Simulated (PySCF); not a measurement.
Compound: C3H9P.
Bonds: C1–P2, P2–C3, P2–C4. Hydrogens: H5, H6, H7 on C1; H8, H9, H10 on C3; H11, H12, H13 on C4.

Jobs on this species (13 atoms, 42 electrons) with PySCF (density fitting). Hardware of each: one thread of an Arm Neoverse N1 (shared host). Other jobs ran on the host; a repeat could differ by tens of per cent or more. Peak memory is the resident size of the whole Python process, interpreter and libraries included.

```json
{"level and settings": "delta-SCF UKS TPSS, pcX-2 on the ionised atom, pcseg-1 elsewhere, spin-free X2C", "work": "ΔSCF core ionisation, 3 holes", "basis functions": "147", "SCF cycles": "?", "wall time": "?", "peak memory": "?"}
{"level and settings": "delta-SCF UKS SCAN, def2-TZVP on the ionised atom, pcseg-1 elsewhere, spin-free X2C", "work": "ΔSCF core ionisation, 3 holes", "basis functions": "124", "SCF cycles": "?", "wall time": "?", "peak memory": "?"}
{"level and settings": "delta-SCF UKS r2SCAN, pcX-2 on the ionised atom, pcseg-1 elsewhere, spin-free X2C", "work": "ΔSCF core ionisation, 3 holes", "basis functions": "147", "SCF cycles": "39", "wall time": "26 s", "peak memory": "0.46 GiB"}
{"level and settings": "delta-SCF UKS B3LYP, pcX-2 on the ionised atom, pcseg-1 elsewhere, spin-free X2C", "work": "ΔSCF core ionisation, 3 holes", "basis functions": "147", "SCF cycles": "37", "wall time": "27 s", "peak memory": "0.56 GiB"}
{"level and settings": "delta-SCF UKS SCAN, pcX-1 on the ionised atom, pcseg-1 elsewhere, spin-free X2C", "work": "ΔSCF core ionisation, 3 holes", "basis functions": "127", "SCF cycles": "42", "wall time": "22 s", "peak memory": "0.41 GiB"}
{"level and settings": "delta-SCF UKS SCAN, unc-def2-TZVP on the ionised atom, pcseg-1 elsewhere, spin-free X2C", "work": "ΔSCF core ionisation, 3 holes", "basis functions": "150", "SCF cycles": "43", "wall time": "28 s", "peak memory": "0.47 GiB"}
{"level and settings": "delta-SCF UKS SCAN, pcX-2 on the ionised atom, pcseg-1 elsewhere, non-relativistic", "work": "ΔSCF core ionisation, 3 holes", "basis functions": "147", "SCF cycles": "43", "wall time": "27 s", "peak memory": "0.47 GiB"}
{"level and settings": "delta-SCF UKS SCAN, pcX-2 on the ionised atom, pcseg-1 elsewhere, spin-free X2C", "work": "ΔSCF core ionisation, 3 holes", "basis functions": "147", "SCF cycles": "43", "wall time": "27 s", "peak memory": "0.48 GiB"}
{"level and settings": "delta-SCF UKS PBE0, pcX-2 on the ionised atom, pcseg-1 elsewhere, spin-free X2C", "work": "ΔSCF core ionisation, 3 holes", "basis functions": "147", "SCF cycles": "37", "wall time": "26 s", "peak memory": "0.55 GiB"}
```

**Question.** Fill in the missing figures.

**Answer.** 
- delta-SCF UKS TPSS, pcX-2 on the ionised atom, pcseg-1 elsewhere, spin-free X2C; ΔSCF core ionisation, 3 holes: 26 s, 0.46 GiB, 38 SCF cycles
- delta-SCF UKS SCAN, def2-TZVP on the ionised atom, pcseg-1 elsewhere, spin-free X2C; ΔSCF core ionisation, 3 holes: 26 s, 0.45 GiB, 43 SCF cycles

**Question.** What do all jobs in the table cost together?

**Answer.** About 3.9 min; the longest takes about 12 % of that, and about 1.3 times as long as the shortest.
